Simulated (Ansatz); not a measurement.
System: corundum (α-Al2O3). Method: HSE06 (PAW; Ansatz, an electronic-structure program).

Run with plane-wave cutoff 460 eV, 6×6×6 k mesh, Fermi–Dirac smearing 0.01 eV, scalar-relativistic PAW data made under PBE.

Cell (measured lattice):

```
Al2O3
1.0
   -4.54181    -2.37850     0.00000
   -4.54181     2.37850     0.00000
   -3.29621     0.00000    -3.92687
Al O
4 6
Direct
  0.85218   0.85218   0.85218
  0.35218   0.35218   0.35218
  0.14782   0.14782   0.14782
  0.64782   0.64782   0.64782
  0.44375   0.05625   0.75000
  0.05625   0.75000   0.44375
  0.55625   0.94375   0.25000
  0.25000   0.55625   0.94375
  0.94375   0.25000   0.55625
  0.75000   0.44375   0.05625
```

Problem. What does this level give for the band gap?

Solution. 
- band gap: 8.12 eV (on the SCF k mesh) (direct)

Note: cell and atoms aren't relaxed at this level (largest force component 0.07 eV/Å, pressure -0.6 GPa).
